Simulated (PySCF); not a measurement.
tetrafluoromethane cation (CF4), SMILES FC(F)(F)F (connectivity only; charge and spin as stated), charge +1, multiplicity 2.

The structure is a stationary point at B3LYP-D3(BJ)/def2-SVP. The geometry has at least one imaginary mode, so it is a saddle point at that level. The multiplicity is an assumed one; other spin states were not compared.

Two levels are set side by side: PBE/def2-TZVPD (PySCF) and PBE0/def2-TZVPD (PySCF). Same geometry, gas phase. Differences are taken from unrounded values.

```json
[
 {"quantity": "α-spin orbital gap (eV)", "PBE0": "16.73", "PBE": "13.24", "PBE minus PBE0": "-3.50"},
 {"quantity": "β-spin orbital gap (eV)", "PBE0": "2.32", "PBE": "0.14", "PBE minus PBE0": "-2.18"},
 {"quantity": "mean polarisability (bohr³)", "PBE0": "41.8", "PBE": "27.7", "PBE minus PBE0": "-14.1"}
]
```

Rough cost on one machine, each run with all the roots and properties that it gave: PBE0 against PBE within a factor of 2.
